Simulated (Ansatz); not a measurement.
## How far a parabola holds: energy against volume of rock-salt KCl

Rock-salt KCl, treated with PBE in Ansatz (PAW). Numerical settings: plane-wave cutoff 520 eV, 10×10×10 k mesh, Fermi–Dirac smearing 0.01 eV, scalar-relativistic PAW data made under PBE. The cell has no free parameter but its volume, all volumes share cutoff and mesh, and the runs aren't spin-polarised. Energies are free energies at the run's smearing, counted from the lowest row; static lattice.

```csv
V (Å³/atom),E (meV/atom)
30.536,?
31.186,2.86
31.836,0.69
32.485,0.00
33.135,0.63
33.785,2.44
```

Fit E against V with a parabola, and predict the withheld value at V = 30.536.

With u = V - 32.5, the rows have u = -1.3140, -0.6640, -0.0150, 0.6350, 1.2850. Least squares gives E = -0.003 - 0.0930·u + 1.5700·u². Residuals (row less fit): 0.030, -0.061, 0.001, 0.059, -0.030; standard error 0.067 (degrees of freedom: 2). The fitted curve has its minimum at V = 32.5, where E = 0.00. Its curvature is d²E/dV² = 2 × 1.5700 meV/Å⁶, so B = V0·d²E/dV² × 0.1602 = 16.4 GPa. At the withheld row, u = -1.9640, so E = -0.003 - 0.0930 × (-1.9640) + 1.5700 × (-1.9640)² = 6.236 meV/atom. The calculation gives 6.69 meV/atom, 0.454 meV/atom above the prediction (6.8 % of the range of E in the table). The row lies outside the fitted rows, so this is an extrapolation. From the scatter of the fitted rows alone, a prediction at this place has a standard error of 0.159 meV/atom, so the miss is 2.9 times that.

The residuals are curvature that a parabola lacks, not noise. A solid that stiffens under compression and softens on expansion lies above the parabola at the compressed end and under it at the expanded end, as this row does. A third-order Birch-Murnaghan fit to the whole scan has B0 = 16.3 GPa. Only scans are tabulated whose curvature falls smoothly with volume, and where the parabola meets the shown rows within 5 % of their range and misses the end by 0.1 meV or more.

Measured, for comparison: bulk modulus 19.7 GPa (4 K, not corrected to a static lattice; as tabulated in Doll and Stoll (1997), arXiv:cond-mat/9707218). Computed less measured: bulk modulus -17 %.

Ansatz is a quantum-chemistry and plane-wave program.
